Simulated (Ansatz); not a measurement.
Zinc-blende HgTe was calculated with LDA in Ansatz (PAW).

Run with plane-wave cutoff 520 eV, 20×20×20 k mesh, Fermi–Dirac smearing 0.05 eV, scalar-relativistic PAW data made under PBE.

The cell has the measured lattice: a = b = c = 6.4530 Å, α = β = γ = 90.00°.

Problem. Give the computed Voigt–Reuss–Hill bulk modulus, elastic constant C11, elastic constant C12 and elastic constant C44.

Solution. 
Voigt–Reuss–Hill bulk modulus: 45.4 GPa
elastic constant C11: 56.9 GPa
elastic constant C12: 39.6 GPa
elastic constant C44: 22.7 GPa

Measured, for comparison: elastic constant C11 53.6 GPa, elastic constant C12 36.6 GPa, elastic constant C44 21.2 GPa (temperature not stated, not corrected to a static lattice; as tabulated in Oses et al. (2018), arXiv:1811.08464). Computed (rounded) less measured: elastic constant C11 +6 %, elastic constant C12 +8 %, elastic constant C44 +7 %. A static lattice is as a rule a little smaller and stiffer than an uncorrected measurement, which narrows the difference in the elastic constant C11, elastic constant C12, elastic constant C44 and would widen misses of the other sign.

Note: the solid has no gap at this level, which affects its response; the cell isn't this level's own, so it is under some stress, which shifts stiffness and frequencies.

Elastic constants are with the ions relaxed.

Spin–orbit coupling is not included; it can shift volumes and moduli of such heavy elements.

Static lattice: no zero-point or thermal effects.

The result took about 30 core-minutes (a rough figure).

Ansatz is an electronic-structure program.
